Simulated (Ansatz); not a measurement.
# SiH₂Cl radical (SMILES [SiH2]Cl): one structure at several levels

An exercise on one series of results from a longer session: the logs are not shown, and one member is left open.

Computed with Ansatz 0.2.0, Gaussian basis. Level: single points in def2-TZVPP.

Correlated methods freeze the cores. Orbitals are unrestricted.

1 further run of the same task is left out (it didn't finish).

## Where the work starts

SMILES `[SiH2]Cl`, 4 atoms, charge 0, spin multiplicity 2.

Atoms are counted from 1 here; the program's logs count them from 0.

Bond lengths: Si1–Cl2 2.042 Å, Si1–H3 1.439 Å, Si1–H4 1.376 Å. Angles: Cl2–Si1–H3 103.5°, Cl2–Si1–H4 122.0°, H3–Si1–H4 108.5°.

Coordinates:

```
Si   -0.28648    0.25245    0.11809
Cl    1.60362   -0.06734    0.82040
H    -0.91923   -1.03148    0.26289
H    -0.52266    0.71420   -1.15677
```

The first run:

Contents of run/in.yaml:

```yaml
crystal:
  periodic: [false, false, false]
  atoms:
    - {symbol: Si, position_ang: [-0.286478, 0.252450, 0.118086]}
    - {symbol: Cl, position_ang: [1.603619, -0.067337, 0.820401]}
    - {symbol: H, position_ang: [-0.919234, -1.031477, 0.262887]}
    - {symbol: H, position_ang: [-0.522656, 0.714201, -1.156768]}
basis:
  gaussian: {orbitals: def2-TZVPP}
magnetization: {spin_polarized: true, initial_magnetization: 1}
hamiltonian: {xc: pbe, dispersion: d4}
output: {forces: true}
```

On the command line:

```
ansatz run in.yaml --threads 2 --pin off --events-out ev --progress --plain --max-ram 3481MiB
```

Steps of the session up to this table: PBE-D4/def2-TZVPP; r2SCAN-D4/def2-TZVPP; PBE0-D4/def2-TZVPP; wB97M-V/def2-TZVPP; CCSD(T)/def2-TZVPP.

One of the session's tables, all rows but one given; the rest of the session is left out.

```
   method  RMS force component (eV/Å)  angle to CCSD(T) forces (°)  dipole (D)
   PBE-D4                       1.138                          5.2        0.93
r2SCAN-D4                           ?                            ?           ?
  PBE0-D4                       1.093                          3.8        1.06
  wB97M-V                       1.023                          1.3        1.07
  CCSD(T)                       1.050                    reference        1.03
```

Q: Estimate the row for r2SCAN-D4 from the others.

The run gave: RMS force component (eV/Å): 1.077; angle to CCSD(T) forces (°): 2.4; dipole (D): 1.01. In the column «RMS force component (eV/Å)» it lies between CCSD(T) (1.050) and PBE0-D4 (1.093).

Limits of these values: CCSD(T) in triple zeta still lacks some correlation energy of the bonds, so part of these gaps is its own basis error and they don't rank the functionals.
